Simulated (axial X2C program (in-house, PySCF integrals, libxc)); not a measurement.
**Bond lengths and stretching modes, held linear, of FAlF**

Calculated with an axial X2C code built on PySCF integrals: two-component X2C with atomic mean-field Coulomb and Gaunt terms, Gaussian nuclei, basis F dyall-av3z, Al dyall-v3z with contracted cores. Spin-free rows use the one-electron spin-free X2C Hamiltonian.

Masses F 18.998, Al 26.982, F 18.998 u. States: 2c Ω = 1/2 (beyond evenly filled blocks: ω = 1/2); spin-free M_S = 1/2, Λ = 0 (beyond evenly filled blocks: σα).

HF, spin-free: energies above the lowest point

```json
{"r(F–Al) (Å)": "1.6273", "r(Al–F) (Å)": "1.6273", "E (meV)": "0.00"}
{"r(F–Al) (Å)": "1.6273", "r(Al–F) (Å)": "1.6690", "E (meV)": "8.15"}
{"r(F–Al) (Å)": "1.6273", "r(Al–F) (Å)": "1.7107", "E (meV)": "58.02"}
{"r(F–Al) (Å)": "1.6690", "r(Al–F) (Å)": "1.6273", "E (meV)": "8.15"}
{"r(F–Al) (Å)": "1.6690", "r(Al–F) (Å)": "1.6690", "E (meV)": "16.87"}
{"r(F–Al) (Å)": "1.6690", "r(Al–F) (Å)": "1.7107", "E (meV)": "67.43"}
{"r(F–Al) (Å)": "1.6690", "r(Al–F) (Å)": "1.7525", "E (meV)": "150.51"}
{"r(F–Al) (Å)": "1.7107", "r(Al–F) (Å)": "1.6273", "E (meV)": "58.02"}
{"r(F–Al) (Å)": "1.7107", "r(Al–F) (Å)": "1.6690", "E (meV)": "67.43"}
{"r(F–Al) (Å)": "1.7107", "r(Al–F) (Å)": "1.7107", "E (meV)": "118.76"}
{"r(F–Al) (Å)": "1.7525", "r(Al–F) (Å)": "1.6690", "E (meV)": "150.51"}
{"r(F–Al) (Å)": "1.7525", "r(Al–F) (Å)": "1.7525", "E (meV)": "287.64"}
```

Task: Fit a quadratic surface with cubic terms in each bond: where is the minimum, and what are the two stretching wavenumbers?

Result: At HF, spin-free: bonds 1.641 and 1.641 Å; harmonic stretches 636.3 and 971.7 cm⁻¹; force constants 4.46, 4.46 and coupling 0.07 mdyn/Å.

The other levels and Hamiltonians give:

```csv
Hamiltonian,level,r(F–Al) (Å),r(Al–F) (Å),lower stretch (cm⁻¹),upper stretch (cm⁻¹)
2c,PBE0,1.667,1.667,601.5,917.4
2c,HF,1.641,1.641,636.5,972.0
2c,r2SCAN,1.668,1.668,604.5,922.6
2c,MP2,1.672,1.672,603.9,923.3
spin-free,PBE0,1.667,1.667,601.3,917.2
spin-free,r2SCAN,1.668,1.668,604.3,922.4
spin-free,MP2,1.672,1.672,603.8,923.1
```

Each state is one determinant, the lowest of a limited PBE0 search; the stretches come from a fit to these few points and carry an uncertainty of a few per cent. Other orders of the atoms were not compared. MP2 freezes inner shells (threshold -2 hartree). The molecule was held linear; bending was not examined, so a bent shape may lie lower.
